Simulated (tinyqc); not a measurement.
RKS/LDA (VWN5) in the sto-3g basis, for H2O, spin multiplicity 1, step by step. One step of it, computed by the program tinyqc.

Task: Iteration 2: diagonalisation and new density. Diagonalise F' = X^T F X, C = X C', fill 5 alpha and 5 beta electrons from the bottom; D = 2 C_occ C_occ^T. Each column has its largest component positive (the first on a tie).

Kohn-Sham matrix F (hartree), order 1O 1s, 1O 2s, 1O 2px, 1O 2py, 1O 2pz, 2H 1s, 3H 1s:
$$\begin{pmatrix}
-17.450642 & -4.589594 & 0.000857 & 0.005804 & -0.008191 & -0.466741 & -0.466972 \\
-4.589594 & -1.490101 & 0.003020 & 0.053423 & -0.092962 & -0.327440 & -0.353373 \\
0.000857 & 0.003020 & 0.336816 & 0.002108 & 0.003105 & 0.000900 & 0.000528 \\
0.005804 & 0.053423 & 0.002108 & 0.274759 & -0.006929 & -0.093042 & 0.135110 \\
-0.008191 & -0.092962 & 0.003105 & -0.006929 & 0.274178 & -0.125499 & -0.144571 \\
-0.466741 & -0.327440 & 0.000900 & -0.093042 & -0.125499 & -0.142410 & -0.119304 \\
-0.466972 & -0.353373 & 0.000528 & 0.135110 & -0.144571 & -0.119304 & -0.308603
\end{pmatrix}$$

X, order 1O 1s, 1O 2s, 1O 2px, 1O 2py, 1O 2pz, 2H 1s, 3H 1s:
$$\begin{pmatrix}
1.022899 & -0.130126 & 0.000000 & 0.000000 & -0.004780 & 0.014202 & 0.014202 \\
-0.130126 & 1.085778 & 0.000000 & 0.000000 & 0.041213 & -0.146742 & -0.146742 \\
0.000000 & 0.000000 & 1.000000 & 0.000000 & 0.000000 & 0.000000 & 0.000000 \\
0.000000 & 0.000000 & 0.000000 & 1.032093 & 0.000000 & -0.111598 & 0.111598 \\
-0.004780 & 0.041213 & 0.000000 & 0.000000 & 1.026598 & -0.095100 & -0.095100 \\
0.014202 & -0.146742 & 0.000000 & -0.111598 & -0.095100 & 1.066057 & -0.054623 \\
0.014202 & -0.146742 & 0.000000 & 0.111598 & -0.095100 & -0.054623 & 1.066057
\end{pmatrix}$$

Give: F' = X^T F X; orbital energies; coefficients C; D after iteration 2.

Result:

F' = X^T F X (hartree):
$$\begin{pmatrix}
-17.0872 & -2.5217 & 0.0005 & -0.0003 & -0.0216 & -0.0262 & -0.0253 \\
-2.5217 & -0.5933 & 0.0031 & 0.0519 & -0.0259 & -0.1662 & -0.1600 \\
0.0005 & 0.0031 & 0.3368 & 0.0021 & 0.0032 & 0.0000 & 0.0000 \\
-0.0003 & 0.0519 & 0.0021 & 0.3426 & -0.0098 & -0.1473 & 0.1590 \\
-0.0216 & -0.0259 & 0.0032 & -0.0098 & 0.3310 & -0.1342 & -0.1416 \\
-0.0262 & -0.1662 & 0.0000 & -0.1473 & -0.1342 & -0.0293 & -0.0446 \\
-0.0253 & -0.1600 & 0.0000 & 0.1590 & -0.1416 & -0.0446 & -0.1988
\end{pmatrix}$$

orbital energies (hartree): MO1 -17.4644, MO2 -0.4566, MO3 -0.1587, MO4 -0.0031, MO5 0.3366, MO6 0.4052, MO7 0.4428

coefficients C, order 1O 1s, 1O 2s, 1O 2px, 1O 2py, 1O 2pz, 2H 1s, 3H 1s:
$$\begin{pmatrix}
0.9925 & -0.1775 & 0.0964 & -0.1888 & 0.0012 & -0.0352 & -0.0312 \\
0.0311 & 0.5971 & -0.3807 & 0.8228 & -0.0078 & 0.2041 & 0.1394 \\
-0.0001 & -0.0030 & 0.0035 & -0.0013 & 0.9988 & 0.0430 & 0.0231 \\
-0.0004 & -0.0739 & -0.2160 & -0.1857 & -0.0177 & -0.1178 & 0.9946 \\
0.0023 & 0.1289 & -0.0204 & -0.2244 & -0.0447 & 0.9989 & 0.0807 \\
-0.0048 & 0.2233 & -0.5844 & -0.6414 & 0.0284 & -0.3424 & -0.5117 \\
-0.0050 & 0.5204 & 0.7243 & -0.3873 & 0.0068 & -0.3653 & 0.3221
\end{pmatrix}$$

D after iteration 2, order 1O 1s, 1O 2s, 1O 2px, 1O 2py, 1O 2pz, 2H 1s, 3H 1s:
$$\begin{pmatrix}
2.1229 & -0.5345 & 0.0045 & 0.0538 & 0.0396 & 0.0408 & 0.0913 \\
-0.5345 & 2.3591 & -0.0240 & -0.2292 & -0.1990 & -0.3446 & -0.5677 \\
0.0045 & -0.0240 & 1.9952 & -0.0359 & -0.0895 & 0.0531 & 0.0165 \\
0.0538 & -0.2292 & -0.0359 & 0.1739 & 0.0747 & 0.4567 & -0.2462 \\
0.0396 & -0.1990 & -0.0895 & 0.0747 & 0.1388 & 0.3668 & 0.2779 \\
0.0408 & -0.3446 & 0.0531 & 0.4567 & 0.3668 & 1.6073 & -0.1168 \\
0.0913 & -0.5677 & 0.0165 & -0.2462 & 0.2779 & -0.1168 & 1.8911
\end{pmatrix}$$
